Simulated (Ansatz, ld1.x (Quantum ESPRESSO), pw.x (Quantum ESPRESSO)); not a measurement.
**B (Z = 5): does the TM potential hold in the solid?**

```
Element                 : boron
Generator               : ld1.x (Quantum ESPRESSO) 7.5
Type                    : norm-conserving Troullier–Martins (Kleinman–Bylander form)
Functional              : LDA (PW92)
Relativity              : scalar-relativistic
Frozen core             : [He]
Valence charge          : 3
Reference configuration : 2s2 2p0.5 (charge +0.5)
Partial waves           : 2p (bound): rc 1.70 bohr; 3d channel at 0.25 Ry: rc 1.75 bohr; 2s (bound): rc 1.55 bohr
Local potential         : the s channel
Core correction         : none
```

Crystal test: diamond B in pw.x 7.5, no spin, 11³ k-points, Fermi–Dirac smearing 0.01 Ry, cutoffs 60/240 Ry. The reference is all-electron LAPW (Ansatz 0.2.0) with the same functional, mesh and smearing; V0 and B0 come from Birch–Murnaghan fits to the pressures at five volumes. Errors are pseudo minus all-electron; Δ is the rms difference of the E(V) curves that follow from these fits, minima aligned, over ±6 % about the mean V0. Mesh and smearing are coarse, so the numbers serve the comparison and aren't converged zero-temperature values; the lattice is a test structure that the element need not adopt.

```json
{"V (Å³/atom)": "7.621", "P all-electron (GPa)": "10.51", "P pseudo (GPa)": "6.38"}
{"V (Å³/atom)": "7.821", "P all-electron (GPa)": "4.90", "P pseudo (GPa)": "1.11"}
{"V (Å³/atom)": "8.022", "P all-electron (GPa)": "-0.11", "P pseudo (GPa)": "-3.59"}
{"V (Å³/atom)": "8.223", "P all-electron (GPa)": "-4.58", "P pseudo (GPa)": "-7.78"}
{"V (Å³/atom)": "8.423", "P all-electron (GPa)": "-8.58", "P pseudo (GPa)": "-11.53"}
```

All-electron: a0 = 4.003 Å (V0 = 8.02 Å³/atom), B0 = 189.6 GPa.

Pseudopotential: mean pressure error (GPa): -3.51; a0 (Å): 3.978; a0 error (%): -0.63; B0 error (%): +0.2; Δ (meV/atom): 6.3. The largest radius (1.75 bohr) exceeds half the bond length (1.64 bohr), so the spheres overlap, which is one possible source of error among others. This is a poor potential for the solid.

Task: At the middle volume, how do free energy and pressure move when the wave cutoff is lowered (ecutrho kept at four times it)?

Result:

```tsv
cutoff (Ry)	shift of F (meV/atom)	shift of P (GPa)
27	+146.6	-8.49
36	+27.6	-1.36
48	+6.5	-0.31
```

The run at the middle volume (56 k-points, 7 iterations) took about 5.2 s on one core of a shared host (Neoverse-V1, 32 threads, 247 GiB, load 20).
